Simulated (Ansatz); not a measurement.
A run for Ansatz (a quantum-chemistry and plane-wave program): R-CCSD(T)/aug-cc-pVTZ on CH4 (SMILES C).

Ansatz 0.2 input:
```yaml
crystal:
  periodic: [false, false, false]
  atoms:
    - {symbol: C, position_ang: [0.00000000, 0.00000000, 0.00000000]}
    - {symbol: H, position_ang: [0.00000000, 1.08744517, 0.00000000]}
    - {symbol: H, position_ang: [-0.51262657, -0.36248173, 0.88789526]}
    - {symbol: H, position_ang: [-0.51262657, -0.36248173, -0.88789526]}
    - {symbol: H, position_ang: [1.02525314, -0.36248173, 0.00000000]}
basis:
  gaussian:
    orbitals: aug-cc-pVTZ
magnetization: {spin_polarized: false}
correlation: {method: ccsd_t, electrons: outside_noble_gas}
scf: {lower_state_search: off}
```

The head of its log:

```
WARN ansatz: RAYON_NUM_THREADS=2 ignored (pool sized by the plan → 2); use --threads N
Functional definition: HF
these checks for a lower state are left out or cut short: stability, starts, cluster_reference, orbital_swaps, neighbouring_geometries, increment
integrals: 0.28 GiB planned
757 factors; integrals over basis functions are off by at most 5.7e-4 eV
mean field: 0.20 GiB planned
mean field evaluation 1: about -1092.8131 eV, gradient 2.5e1 eV
mean field evaluation 2: about -1092.8131 eV, gradient 2.5e1 eV
mean field evaluation 4: about -1094.2562 eV, gradient 1.5e0 eV
mean field evaluation 8: about -1094.2685 eV, gradient 2.2e-4 eV
mean field -1094.26850808 eV, -40.2136259500 hartree, gradient 3.5e-7 eV, S^2 0.000000; 0 other end points of the search recorded, 0 dependent functions left out
1 core orbitals not correlated
reference -1094.26850808 eV, -40.2136259500 hartree; 4, 4 occupied and 133, 133 virtual orbitals, 757 factors
```

Task: Give the final energy of this run.

Result: -40.4409 hartree (reference determinant -40.2136, T1 diagnostic 0.008).
